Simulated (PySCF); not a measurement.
Sulfur: a sound run and one with changed settings

Sound run: S [Ne] 3s2 3p4, S⁺ [Ne] 3s2 3p3. Computed with PySCF 2.14 in def2-SVP, with no relativity, point nucleus. The sound run starts from symmetry-adapted Hartree-Fock orbitals and uses a fine grid where one is needed.

Changed run: radial step 0.3 in ln r (0.13 in the sound run). This setting is unsound on purpose.

| species | method | sound run (hartree) | changed run (hartree) | converged |
| --- | --- | --- | --- | --- |
| S | UHF | -397.36640 | -397.36640 | yes |
| S | PBE0 | -397.83788 | -397.83685 | yes |
| S | M06-L | -397.97692 | -397.99236 | yes |
| S⁺ | UHF | -397.02866 | -397.02866 | yes |
| S⁺ | PBE0 | -397.45791 | -397.45701 | yes |
| S⁺ | M06-L | -397.59294 | -397.60764 | yes |

Ionisation energy of S:

```json
{"method": "UHF", "sound run (eV)": "9.190", "changed run (eV)": "9.190"}
{"method": "PBE0", "sound run (eV)": "10.340", "changed run (eV)": "10.336"}
{"method": "M06-L", "sound run (eV)": "10.449", "changed run (eV)": "10.469"}
```

A coarse radial grid mis-integrates the density and the exchange-correlation energy, with errors of either sign; Hartree-Fock needs no grid.

For comparison, NIST gives 10.360 eV between the lowest levels.
